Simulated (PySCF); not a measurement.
# C3HF: the cost of one run

Programs: PySCF 2.14.0, with routines of our own; each step states its level. All values are computed. Atoms count from 0.

## Step 1: The starting structure

5 atoms, charge 0, multiplicity 3; geometry from: GFN2-xTB.

## Step 2: Open-shell or spin-flip excitations: unrestricted TDDFT PBE0/def2-SVPD

Job settings and geometry (Å):

```
{"job": {"kind": "uabs", "xc": "PBE0", "basis": "def2-SVPD", "nstates": 10, "tda": false}, "charge": 0, "multiplicity": 3}
C      1.075883    -0.612467    -0.346178
C      0.027686    -0.009887    -0.008465
C     -0.945401     0.491743     0.649244
F     -2.047121     1.183765     0.643152
H      1.897576    -1.050302    -0.826078
```

Method: unrestricted TDDFT PBE0/def2-SVPD, vertical, gas phase, core orbitals frozen in the response.

The run is started by

```sh
$ OMP_NUM_THREADS=1 python excited_run.py task.json out
```

One launch serves the whole session: the jobs run in the order shown.

Q: Estimate the wall time and peak memory of this first job on 1 thread of Arm Neoverse N1, shared host.

About 13 s, with a peak of 0.37 GiB.
